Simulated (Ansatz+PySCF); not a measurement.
A calculation with PySCF 2.14.0.

```python
from pyscf import gto, scf, mp

# the (T+d) and (D+d) sets load through basis_set_exchange
mol = gto.M(atom="""
H 1.706510 -0.908670 0.000090
C 1.167240 0.025480 -0.032230
S -0.614940 -0.091070 0.009840
H -0.890490 1.225270 -0.091130
H 1.670360 0.964860 0.135320
""", basis={'C': 'cc-pvtz', 'H': 'cc-pvtz', 'S': 'cc-pv(t+d)z'}, charge=0, spin=1)
mf = scf.UHF(mol)
mf.kernel()
pt = mp.MP2(mf, frozen=6).run()
print(mf.e_tot, pt.e_corr, pt.e_tot)
```

The script is written out from the run's settings.

Results

| Quantity | Value |
| --- | --- |
| Converged | yes |
| Reference energy | -437.13036 hartree |
| Correlation energy | -0.32716 hartree |
| Total energy | -437.45752 hartree |
| Spin squared of the determinant | 0.770 |
